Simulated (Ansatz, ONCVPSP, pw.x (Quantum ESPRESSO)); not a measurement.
What a changed setting does to a pw.x run (fcc Pt)

Potential: optimised norm-conserving Vanderbilt (ONCV), ONCVPSP 4.0.1.1 (patched build), PBEsol; core [Kr] 4d10 4f14, reference 5s2 5p6 5d9 6s1; waves: 5s+6s: rc 1.60 bohr, ncon 3, nbas 7, qcut 6.1 1/bohr, 2 projectors; 5p: rc 1.55 bohr, ncon 4, nbas 9, qcut 6.3 1/bohr, 3 projectors, debl 3 Ha; 5d: rc 2.25 bohr, ncon 4, nbas 9, qcut 4.3 1/bohr, 2 projectors, debl 2.2 Ha; local part: polynomial inside 1.15 bohr (lpopt 3, dvloc0 3 Ha); core correction: Teter function, fcfact 4.75, rcfact 1.15.

The reference run (k-mesh 14³, cutoffs 145/580 Ry, Fermi–Dirac 0.01 Ry, mixing_beta 0.4, conv_thr 1e-9, no spin) gives -1.07 GPa at 15.052 Å³/atom, where all-electron LAPW gives 0.22 GPa. This run, with its own iteration cap, changes tot_charge to -2, a wrong or extreme entry chosen on purpose.

```
&control
  calculation='scf', prefix='x', pseudo_dir='./', outdir='./tmp', tstress=.true., disk_io='none'
/
&system
  ibrav=0, nat=1, ntyp=1, ecutwfc=145, ecutrho=580, nbnd=17,
  occupations='smearing', smearing='fd', degauss=0.01, tot_charge=-2
/
&electrons
  conv_thr=1e-09, mixing_beta=0.4, electron_maxstep=70
/
ATOMIC_SPECIES
Pt 1.0 Pt.UPF
CELL_PARAMETERS angstrom
  0.00000000 1.95969314 1.95969314
  1.95969314 0.00000000 1.95969314
  1.95969314 1.95969314 0.00000000
ATOMIC_POSITIONS crystal
Pt 0.0000 0.0000 0.0000
K_POINTS automatic
14 14 14 0 0 0
```

```bash
pw.x < Pt.scf.in > Pt.scf.out
```

**Question.** How does the run end?

**Answer.** It converges in 8 iterations; the free energy moves by +52.78 eV/atom and the pressure by +718.51 GPa. The cell is charged against a uniform background, so energy and pressure depend on the zero of the potential and are not those of the crystal.

```
Message from routine setup:
     using ibrav=0 with symmetry is DISCOURAGED, use correct ibrav instead
     lattice parameter (alat)  =       5.2372  a.u.
     unit-cell volume          =     101.5759 (a.u.)^3
     number of electrons       =        20.00
     number of Kohn-Sham states=           17
     kinetic-energy cutoff     =     145.0000  Ry
     charge density cutoff     =     580.0000  Ry
     scf convergence threshold =      1.0E-09
     Exchange-correlation= PBESOL
     number of k points=   104  Fermi-Dirac smearing, width (Ry)=  0.0100
     iteration #  1     ecut=   145.00 Ry     beta= 0.40
     total energy              =    -242.90422706 Ry
     estimated scf accuracy    <       1.70207746 Ry
     iteration #  2     ecut=   145.00 Ry     beta= 0.40
     total energy              =    -243.10170950 Ry
     estimated scf accuracy    <       0.06199455 Ry
     iteration #  3     ecut=   145.00 Ry     beta= 0.40
     total energy              =    -243.11940287 Ry
     estimated scf accuracy    <       0.00020568 Ry
     [... 2 iterations left out ...]
     iteration #  6     ecut=   145.00 Ry     beta= 0.40
     total energy              =    -243.11945664 Ry
     estimated scf accuracy    <       0.00000095 Ry
     iteration #  7     ecut=   145.00 Ry     beta= 0.40
     total energy              =    -243.11945681 Ry
     estimated scf accuracy    <          4.3E-09 Ry
     iteration #  8     ecut=   145.00 Ry     beta= 0.40
     the Fermi energy is    29.6233 ev
!    total energy              =    -243.11945682 Ry
     estimated scf accuracy    <          2.1E-10 Ry
     smearing contrib. (-TS)   =      -0.00169377 Ry
     The total energy is F=E-TS. E is the sum of the following terms:
     one-electron contribution =     -42.72391455 Ry
     hartree contribution      =      36.97502056 Ry
     xc contribution           =     -36.80423727 Ry
     ewald contribution        =    -200.56463177 Ry
     convergence has been achieved in   8 iterations
          total   stress  (Ry/bohr**3)                   (kbar)     P=     7174.47
     Message from routine punch:
     Nothing written, as per user request (disk_io='none')
```

The run took about 3.2 min on one core of a shared host (Neoverse-N1, 64 threads, 124 GiB, load 56).
